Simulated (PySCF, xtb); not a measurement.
# Isomers of AlBH2Si in order of energy

5 gas-phase structures of AlBH2Si, found in a search over its isomers (lower ones may exist). Each was relaxed with GFN2-xTB; where two conformers were screened, the lower at r2SCAN-D4/def2-SVP is listed:

A. a singlet given by its coordinates
B. `[BH]1[AlH][Si]1`, a singlet
C. `[BH]1[AlH][Si]1`, a triplet
D. a singlet given by its coordinates
E. `[AlH2][B]=[Si]`, a triplet

D (Å):

```xyz
5

Al   -0.5651    0.1038    0.1981
B    -2.1944   -0.4572    1.1455
Si   -2.1899   -1.8891    0.0102
H    -2.4423   -3.1490   -0.7679
H     0.8248    0.8895   -0.3655
```

Close contacts (Å): Al1–B2 1.97, Al1–Si3 2.58, B2–Si3 1.83, Al1–H5 1.69, Si3–H4 1.50.

A (Å):

```xyz
5

Al   -0.5548   -0.5757   -3.0400
B    -0.8319    0.4843    1.0897
Si   -0.7134    0.0245   -0.7293
H    -1.7277    1.1361    1.5017
H    -0.0150    0.1266    1.8663
```

Close contacts (Å): Al1–Si3 2.39, B2–Si3 1.88, B2–H4 1.18, B2–H5 1.18.

**Question.** Which do you expect lowest at r2SCAN-D4/def2-SVP, and how would the others follow?

**Answer.** Calculated order at r2SCAN-D4/def2-SVP: B (0.0), C (22.1), D (23.1), A (24.5), E (42.0) kcal/mol.

Energies above the lowest of each column, in kcal/mol; the last columns are at PBE0-D3(BJ)/def2-SVP geometries and were run for some of them only (a dash: not run or not comparable):

```tsv
structure	GFN2-xTB	HF/STO-3G	r2SCAN-D4/def2-SVP	PBE0-D3(BJ)/def2-SVP	CCSD(T)/def2-TZVP
B	0.0	13.2	0.0	0.0	0.0
C	–	14.1	22.1	24.1	29.3
D	16.1	63.2	23.1	–	–
A	7.2	0.0	24.5	–	–
E	–	5.0	42.0	–	–
```

CCSD(T)/def2-TZVP puts B lowest of those it was run on; HF/STO-3G picks A. Some further structures that were screened fall inside this span and aren't listed. Flexible structures stand in one conformer each, not always the lowest. Frequencies (GFN2-xTB) were run for B, C alone. GFN2-xTB has no spin polarisation and isn't compared across spin states. Open shells are spin-unrestricted. At the geometry of A a triplet lies below the singlet.

Programs: PySCF 2.14.0, xtb 6.7.1.
